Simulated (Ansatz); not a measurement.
Process, species as SMILES: CCl (CH3-Cl) → [CH2-]Cl + H+
B3LYP-D3(BJ)/def2-TZVP geometries, fixed; electronic energies without zero-point terms.
Largest species:
```xyz
5

C      0.0082     0.0133    -1.1337
Cl    -0.0048    -0.0077     0.6605
H      0.0175     1.0478    -1.4634
H      0.8997    -0.5040    -1.4752
H     -0.8852    -0.4920    -1.4879
```
Charge 0, spin multiplicity 1.

Basis-set convergence of the deprotonation energy at MP2 with Ansatz (a quantum-chemistry and plane-wave program). Cartesian d functions, on some or all atoms, in 6-31G**, 6-311+G**; all else is spherical. Cores are frozen. No added dispersion term, no relativity. Functions are those of the species that has most. Reference: Hartree-Fock in aug-cc-pV(Q+d)Z plus the correlation part extrapolated as X^-3 from aug-cc-pV(T+d)Z and aug-cc-pV(Q+d)Z, 405.28 kcal/mol, itself unsure by roughly 0.20 kcal/mol (a third of the extrapolation step and of the last Hartree-Fock step). Deviations are taken from unrounded values.

```tsv
basis	functions	deprotonation energy (kcal/mol)	minus reference (kcal/mol)
6-31G	28	419.91	14.62
def2-SV(P)	38	420.91	15.62
6-31G**	49	427.34	22.06
6-311+G**	71	410.79	5.50
jun-cc-pV(T+d)Z	129	406.36	1.08
6-311++G(3df,3pd)	140	407.01	1.72
aug-cc-pV(T+d)Z	170	405.56	0.28
def2-QZVPP	217	407.71	2.42
pcseg-4	389	406.30	1.01
```
